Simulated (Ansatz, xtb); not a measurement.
**Relative energy of two isomers of C6H5−**

Structure I is `[C-]#CCCC#C`, a singlet and structure II is `[C-]#CC1=CCC1`, a singlet. Both are isolated ions in the gas phase, relaxed with r2SCAN-D4/def2-SVPD; each stands in its lowest conformer found.

I (Å):

```yaml
atoms:
  - { symbol: C, position_ang: [2.7868, -3.2592, 0.1056] }
  - { symbol: C, position_ang: [1.7257, -2.6044, 0.2234] }
  - { symbol: C, position_ang: [0.5073, -1.8053, 0.3132] }
  - { symbol: C, position_ang: [0.4803, -0.6651, -0.7474] }
  - { symbol: C, position_ang: [-0.7193, 0.1583, -0.6976] }
  - { symbol: C, position_ang: [-1.7434, 0.8138, -0.6109] }
  - { symbol: H, position_ang: [-0.4092, -2.4118, 0.1642] }
  - { symbol: H, position_ang: [0.3849, -1.3293, 1.3075] }
  - { symbol: H, position_ang: [0.5863, -1.1219, -1.7454] }
  - { symbol: H, position_ang: [1.3768, -0.0397, -0.6025] }
  - { symbol: H, position_ang: [-2.6411, 1.3947, -0.5412] }
```

II (Å):

```
atom    x (Å)    y (Å)    z (Å)
   C   2.1482  -0.3450   0.8465
   C   1.0380  -0.0831   0.3133
   C  -0.2333   0.1641  -0.2208
   C  -0.7869   0.8410  -1.2802
   C  -2.2172   0.4773  -0.9491
   C  -1.6139  -0.3004   0.2636
   H  -0.3448   1.4373  -2.0860
   H  -2.7562  -0.1589  -1.6795
   H  -2.8956   1.3081  -0.6694
   H  -1.7642  -1.3935   0.2453
   H  -1.9038   0.0787   1.2586
```

Quicker runs give these differences E(II) − E(I): GFN2-xTB −105.2 kJ/mol; HF/STO-3G −130.0 kJ/mol (at GFN2-xTB geometries); r2SCAN-D4/def2-SVPD//GFN2-xTB −89.5 kJ/mol.

Estimate E(II) − E(I) at the level CCSD(T)/def2-SVPD + ΔMP2/def2-TZVPPD.

Calculated at CCSD(T)/def2-SVPD + ΔMP2/def2-TZVPPD: E(II) − E(I) = −55.3 kJ/mol, so structure II lies lower.

How the difference moves with the method:

| level | geometry | E(II) − E(I) (kJ/mol) | departure from the last row (kJ/mol) | job, with rough time for the two |
| --- | --- | --- | --- | --- |
| GFN2-xTB | GFN2-xTB | −105.2 | −49.9 | optimisation, 0.2 s |
| HF/STO-3G | GFN2-xTB | −130.0 | −74.7 | single point, 0.47 s |
| r2SCAN-D4/def2-SVPD//GFN2-xTB | GFN2-xTB | −89.5 | −34.2 | single point, 5.1 s |
| r2SCAN-D4/def2-SVPD | r2SCAN-D4/def2-SVPD | −85.8 | −30.6 | optimisation, 44 s |
| HF/def2-SVPD | r2SCAN-D4/def2-SVPD | −44.3 | +10.9 | part of the CCSD(T) run |
| MP2/def2-SVPD | r2SCAN-D4/def2-SVPD | −54.3 | +1.0 | part of the CCSD(T) run |
| CCSD(T)/def2-SVPD | r2SCAN-D4/def2-SVPD | −55.3 | 0.0 | single point |
| CCSD(T)/def2-SVPD + ΔMP2/def2-TZVPPD | r2SCAN-D4/def2-SVPD | −55.3 |  | single point, 2.5 min |

As drawn, II has 1 C–C, 1 C=C in place of 1 C≡C. Structure I has no ring, II a 4-membered ring.

The levels shown agree on the order. The largest departure from CCSD(T)/def2-SVPD + ΔMP2/def2-TZVPPD is that of HF/STO-3G, 74.7 kJ/mol. The last row adds to CCSD(T) the change of the MP2 difference between the two basis sets, here 0.0 kJ/mol.

With thermal terms from frequencies at re-optimised GFN2-xTB minima (ideal gas, soft modes damped towards free rotors, one conformer each, 298.15 K, 1 atm): on the last row, ΔE + ΔZPE = −48.3, ΔH = −51.6, ΔG = −44.3 kJ/mol.

The correlated steps freeze 6 core orbitals. Codes used: Ansatz 0.2.0, xtb 6.7.1; the last row on 2 threads of Intel(R) Xeon(R) Processor @ 2.70GHz on a shared host.
